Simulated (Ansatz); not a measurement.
Reaction: C2H5NO (SMILES CC(N)=O) → C2H3O (SMILES C[C]=O, doublet) + NH2 (SMILES [NH2], doublet) (the C-N bond breaks)
Each species at its own B3LYP-D3(BJ)/def2-TZVP minimum (Ansatz, a quantum-chemistry and plane-wave program), one conformer.

Total energies in hartree (Ansatz). Radicals and triplets start from unrestricted determinants; spin-orbit coupling is neglected. Cores are frozen in correlated methods. No relativity.

```csv
species,HF/cc-pVTZ,CCSD(T)/cc-pVTZ,HF/cc-pVQZ,CCSD(T)/cc-pVQZ,CCSD(T)/cc-pVDZ,CCSDT(Q)/cc-pVDZ
1: C2H5NO (SMILES CC(N)=O),-208.05966,-208.88986,-208.07545,-208.95571,-208.67023,-208.67268
"2: C2H3O (SMILES C[C]=O, doublet)",-152.35621,-152.93577,-152.36765,-152.98170,-152.78454,-152.78679
"3: NH2 (SMILES [NH2], doublet)",-55.58579,-55.79359,-55.59045,-55.81078,-55.73272,-55.73328
```

**Question.** Work out the bond dissociation energy (electronic) in kcal/mol: take Hartree-Fock from cc-pVQZ, extrapolate the CCSD(T) correlation energy as X^-3 (X = 3, 4), and add CCSDT(Q) - CCSD(T) in cc-pVDZ. 1 hartree = 627.51 kcal/mol.

**Answer.** 
Species 1: correlation (64·(-0.88026) - 27·(-0.83020))/37 = -0.91679; step -0.00245; E1 = -208.07545 + (-0.91679) + (-0.00245) = -208.99469
Species 2: correlation (64·(-0.61405) - 27·(-0.57956))/37 = -0.63922; step -0.00225; E2 = -152.36765 + (-0.63922) + (-0.00225) = -153.00912
Species 3: correlation (64·(-0.22033) - 27·(-0.20780))/37 = -0.22947; step -0.00056; E3 = -55.59045 + (-0.22947) + (-0.00056) = -55.82048
-1·E1 +1·E2 +1·E3 = 0.16509 hartree = 103.6 kcal/mol.
